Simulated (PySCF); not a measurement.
Reaction (SMILES): F[C]Cl (closed-shell singlet) + 3 [H][H] (H2) → C (CH4) + Cl (HCl) + F (HF)
B3LYP-D3(BJ)/def2-TZVP geometries, fixed; electronic energies without zero-point terms.

Basis-set convergence of the energy of full hydrogenation at B3LYP with PySCF. All functions are spherical. Density fitting with generated auxiliary sets. No added dispersion term, no relativity. Functions are those of the species that has most. Reference: the value in def2-QZVPPD, -123.62 kcal/mol, itself unsure by roughly 0.46 kcal/mol (its mean distance from pcseg-3, def2-QZVPP, cc-pV(Q+d)Z). Deviations are taken from unrounded values.

| basis | functions | energy of full hydrogenation (kcal/mol) | minus reference (kcal/mol) |
|---|---|---|---|
| cc-pV(D+d)Z | 51 | -116.69 | 6.93 |
| 6-311G** | 62 | -122.33 | 1.29 |
| def2-SVPD | 70 | -131.97 | -8.36 |
| aug-pcseg-1 | 73 | -124.40 | -0.79 |
| 6-311+G** | 74 | -125.72 | -2.10 |
| aug-cc-pV(D+d)Z | 78 | -127.69 | -4.08 |
| 6-311++G(2d,2p) | 89 | -125.95 | -2.34 |
| pcseg-2 | 94 | -123.90 | -0.28 |
| def2-TZVP | 99 | -119.99 | 3.62 |
| 6-311++G(3df,3pd) | 125 | -123.86 | -0.25 |
| jun-cc-pV(T+d)Z | 126 | -123.93 | -0.31 |
| def2-TZVPPD | 128 | -124.11 | -0.49 |
| aug-pcseg-2 | 142 | -124.19 | -0.58 |
| aug-cc-pV(T+d)Z | 147 | -123.80 | -0.18 |
| cc-pV(Q+d)Z | 175 | -122.58 | 1.04 |
| def2-QZVPP | 184 | -123.36 | 0.26 |
| pcseg-3 | 192 | -123.68 | -0.06 |
| def2-QZVPPD | 208 | -123.62 | 0.00 |
